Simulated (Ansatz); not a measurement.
**How the band gap of chalcopyrite CdSnAs₂ moves with the method**

The reference, 0.26 eV (measured, temperature not stated, not corrected to a static lattice, direct or pseudo-direct at Γ; as tabulated in Ghosh et al. (2024), arXiv:2401.16805), is not set against levels without spin–orbit coupling, which matters for this solid.

```
level (code)            value (eV)  cell (Å³/atom)
----------------------  ----------  --------------
LDA (Ansatz)                  0.00           27.09
BLYP (Ansatz)                 0.00           31.36
PBEsol (Ansatz)               0.00           27.94
PBEsol-D3(BJ) (Ansatz)        0.00           27.04
rVV10 (Ansatz)                0.00           29.84
r²SCAN (Ansatz)               0.00           28.37
r²SCAN-D4 (Ansatz)            0.00           28.04
r²SCAN+rVV10 (Ansatz)         0.00           27.97
HSE06 (Ansatz)                 [?]           28.39
```

Question: Complete the blanks.

Answer: 
- HSE06 (Ansatz, a program for electronic structure), value (eV): 0.21

Computed values are for a static lattice. Spin–orbit coupling is included only where a level's name says +SOC; with heavier elements it mostly lowers gaps and can invert bands. A gap of zero means that the bands touch or overlap; how far they overlap is not shown.  LDA, BLYP, PBEsol, PBEsol-D3(BJ), rVV10, r²SCAN, r²SCAN-D4, r²SCAN+rVV10, HSE06: the relaxation could not lower the start's symmetry, so the cell can be a saddle point above a distorted one. Each level is taken at its own relaxed cell. Cutoffs and k meshes differ between the levels. Ansatz's density-functional and Hartree–Fock values are scalar-relativistic unless marked +SOC, with PAW data made under PBE.
